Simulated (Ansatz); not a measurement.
**C₂⁺, doublet: reading a ladder of total energies**

Geometry: that of the C2, singlet, kept fixed.

```yaml
atoms:
  - { symbol: C, position_ang: [0.0000, 0.0000, 0.0000] }
  - { symbol: C, position_ang: [0.0000, 0.0000, 1.2462] }
```

Basis 6-31G; Ansatz 0.2.0. Only valence electrons are correlated (noble-gas cores frozen), which leaves 7 electrons in 16 orbitals. R marks a restricted (for open shells ROHF) determinant.

Full CI is exact within this basis and frozen core; it isn't the basis-set limit.

The cluster runs stand on a determinant 0.55 eV above the lowest RHF solution, chosen by trial CCSD; the correlation energy below is counted from it.

Runs differ by some tens of microhartree through their thresholds and, for an open shell, their frozen cores, so steps under 0.03 kcal/mol mean nothing.

```
                                 level  total energy (hartree)
RHF determinant under the cluster runs              -74.930852
                                RCCSD*              -75.178153
                             RCCSD(T)*              -75.197256
                               RCCSDT*              -75.195408
                            RCCSDT(Q)*              -75.198098
                              RCCSDTQ*              -75.196914
                               full CI              -75.197285
```

Task: What is the correlation energy at full CI, and what share of it do RMP2 and RCCSD recover?

Result: E(corr) = -75.197285 − (-74.930852) = -0.266433 hartree = -7.250 eV. RCCSD: -0.247301 / -0.266433 = 92.82 %.

Task: By how many kcal/mol does RCCSD(T) miss full CI (1 hartree = 627.509 kcal/mol), and which steps make up the rest?

Result: -75.197256 − (-75.197285) = 0.000029 hartree = 0.02 kcal/mol. Steps: RCCSDT − RCCSD(T) = 1.16, RCCSDT(Q) − RCCSDT = -1.69, RCCSDTQ − RCCSDT(Q) = 0.74, full CI − RCCSDTQ = -0.23 kcal/mol. That is within 1 kcal/mol of the reference in this basis, which itself misses far more of the correlation at the basis-set limit.

An asterisk marks runs whose energy the program itself flagged as in doubt.
